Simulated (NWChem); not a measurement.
# chlorine (Cl2); SMILES ClCl

```xyz
2

Cl     0.0000     0.0000     1.0215
Cl     0.0000     0.0000    -1.0215
```
Atoms are numbered in this order, from 1.

All runs use the structure optimised with B3LYP/6-31G* (spherical d). B3LYP is NWChem's, with the RPA form of VWN correlation.

Question: Give the principal values of the shielding tensors (ppm) of Cl1 from B3LYP/6-31G* (spherical d), GIAO (NWChem), with their diamagnetic and paramagnetic parts as GIAO splits them.

Answer: 
| atom | σ11 | σ22 | σ33 | isotropic | diamagnetic | paramagnetic |
|---|---|---|---|---|---|---|
| Cl1 | 163.1 | 163.1 | 1155.4 | 493.9 | 1143.4 | -649.5 |
